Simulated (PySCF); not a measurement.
Ionisation energies (eV) were calculated with PySCF 2.14 by LDA, UHF, PBE, in another order, as differences of total energies without spin-orbit coupling. The measured values are between term centres (NIST).

| species | measured | A | B | C |
| --- | --- | --- | --- | --- |
| He (ANO-RCC-VTZP, spin-free X2C) | 24.587 | 24.481 | 23.467 | 24.319 |
| O (ANO-RCC-VTZP, spin-free X2C) | 13.608 | 14.042 | 12.033 | 13.970 |
| Si (ANO-RCC-VTZP, spin-free X2C) | 8.157 | 8.190 | 7.628 | 8.233 |
| Ar (ANO-RCC-VTZP, spin-free X2C) | 15.819 | 15.700 | 14.543 | 16.015 |
| Ca (ANO-RCC-VTZP, spin-free X2C) | 6.113 | 6.102 | 5.138 | 6.244 |
| V (ANO-RCC-VTZP, spin-free X2C) | 6.732 | 6.414 | 6.186 | 6.523 |
| In⁺ (ANO-RCC-VTZP, spin-free X2C) | 18.870 | 18.973 | 17.022 | 19.416 |
| Tl (ANO-RCC-VTZP, spin-free X2C) | 5.464 | 5.422 | 4.995 | 5.588 |

Question: Which column is which method?

Answer: A is PBE (mean error 0.00 eV); B is UHF (mean error -1.04 eV); C is LDA (mean error 0.12 eV). PBE, with gradient corrections, lies close to experiment on average, with errors of both signs. Hartree-Fock lacks the correlation of the electron removed and comes out lowest. LDA overbinds the outer electron and comes out highest.
